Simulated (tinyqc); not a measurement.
Orbital energy against energy difference: ionisation energy by orbital energies and by energy differences in the 6-31g basis, for H2O, spin multiplicity 1. Computed by the program tinyqc with PySCF. 

Geometry (angstrom):
```
atom,x,y,z
O,0.0000,0.0000,0.0000
H,0.0000,0.7410,0.5610
H,0.0000,-0.7250,0.5490
```

CCSD(T) difference in the same basis = 12.0110 eV

IP-EOM-CCSD = 11.7791 eV

The cation is unrestricted; errors are against CCSD(T) in this basis, not against experiment.

First vertical ionisation energy (eV):
```
method,-e(HOMO),E(cation) - E,error of -e(HOMO),error of the difference
HF,13.691,11.12113,1.680,-0.890
LDA,6.345,12.86057,-5.666,0.850
PBE,6.262,12.53728,-5.749,0.526
B3LYP,8.015,12.59574,-3.996,0.585
PBE0,8.382,12.48116,-3.629,0.470
CAM-B3LYP,9.909,12.58819,-2.102,0.577
LC-wPBE,11.353,12.62568,-0.658,0.615
```

Koopmans errs by +1.68 eV and Delta-HF by -0.89 eV: relaxation, 2.57 eV, lowers the value and the missing correlation difference works against it. The PBE level is off by -5.7 eV through the wrong tail of its potential, though its energy difference is off by +0.53 eV; exact exchange deepens the level, and among the orbital energies LC-wPBE comes closest; among the differences PBE0 does.
